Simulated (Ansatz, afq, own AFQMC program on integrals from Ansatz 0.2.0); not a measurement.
Integrals from Ansatz 0.2.0, then the random walk in our own AFQMC program (afq).

```yaml
crystal:
  periodic: [false, false, false]
  atoms:
    - {symbol: Al, position_ang: [-0.092858, 0.000000, 0.000000]}
    - {symbol: H, position_ang: [-0.885782, 1.373384, 0.000000]}
    - {symbol: H, position_ang: [-0.885782, -1.373384, 0.000000]}
    - {symbol: H, position_ang: [1.712142, 0.000000, 0.000000]}
    - {symbol: H, position_ang: [2.545142, 0.000000, 0.000000]}
basis:
  gaussian: {orbitals: cc-pVTZ}
magnetization: {spin_polarized: true, initial_magnetization: 1}
correlation: {method: ccsd_t, electrons: outside_noble_gas, hamiltonian_folder: ham}
```

```sh
$ ansatz run in.yaml --threads 1 --pin off --events-out ev --progress --plain --max-ram 24576MiB --backend cuda --devices 0, --max-vram 18GiB
```

Options of the walk:

```
--method phaseless --trial cisd --walkers 1900 --populations 20 --least-time 60 --time-step 0.005 --steps-per-block 50 --equilibration-blocks 28 --max-blocks 4000 --target-error 0.00016 --factor-cut 1e-05 --start spin_pure --seed 4565 --release-times 0.24,0.51,0.99,1.62,2.4 --release-step 0.03 --release-every 3 --taylor-order 6
```

Times are imaginary, in 1/Eh. The walk had a cap of 243 s. With eight or more populations the least sampling time is a fifth of least-time, and the error comes from their spread.

```
orbitals 85  electrons 4 3  factors 510 of 515
reference energy -244.12826902 Eh
CCSD correlation -0.13541683 Eh in 10 cycles, weight of the determinant in the CISD state 0.9187
energy of the start -244.263360 Eh
 block  time / (1/Eh)  mean weight  energy / Eh
     1     0.250  1.0001  -244.262578
     2     0.500  1.0001  -244.263068
     3     0.750  1.0001  -244.263597
     4     1.000  0.9999  -244.264262
     5     1.250  1.0002  -244.264630
    12     3.000  0.9999  -244.266198
    19     4.750  1.0001  -244.266026
    26     6.500  1.0001  -244.266875
    27     6.750  1.0001  -244.267057
    33     8.250  1.0000  -244.267040
    40    10.000  0.9998  -244.266697
    47    11.750  1.0002  -244.266372
    54    13.500  1.0002  -244.266624
    61    15.250  1.0002  -244.266587
    68    17.000  0.9996  -244.266108
    75    18.750  1.0001  -244.266739
    78    19.500  1.0001  -244.266869
error from the spread of 20 populations
released: time / (1/Eh)  energy / Eh  error  mean overlap
  0.24  -244.266719  0.000051  0.9977
  0.51  -244.266775  0.000045  0.9963
  0.99  -244.266791  0.000047  0.9921
  1.62  -244.266833  0.000057  0.9897
  2.40  -244.266927  0.000063  0.9768
energy -244.266675 +/- 0.000069 Eh
(rows thinned)
```

Estimate how long the walk took on 1 × NVIDIA H100 80GB HBM3 with 2 threads of AMD EPYC 7R13 Processor (Zen 3) (shared host) (the card was shared).

56 s of wall time.

The run passed its tests (sampling time, drift between the halves within three errors, error under three times the target), which doesn't prove that it has relaxed.

Against this walk (error 1.9 meV) on the same determinant: CCSD(T) 15.7 meV higher, CCSDT(Q) 4.8 meV lower. The error is statistical and leaves out the bias of the constraint. Released to 2.40 1/Eh the energy lies 7 ± 3 meV (both errors) below the phaseless value, which shows part or all of the bias of the constraint, and CCSDT(Q) lies 2.1 meV above the released value.

Cautions: constraint bias not in the error.

CCSDT and higher add their correlation energy to the determinant of the CCSD(T) run, since their own runs factorise the integrals more tightly (a shift of under 2 meV). A walk keeps the symmetry of its determinant, which the program's search chose and which needn't be the lowest solution, so a lower state of the same spin and another symmetry isn't excluded.
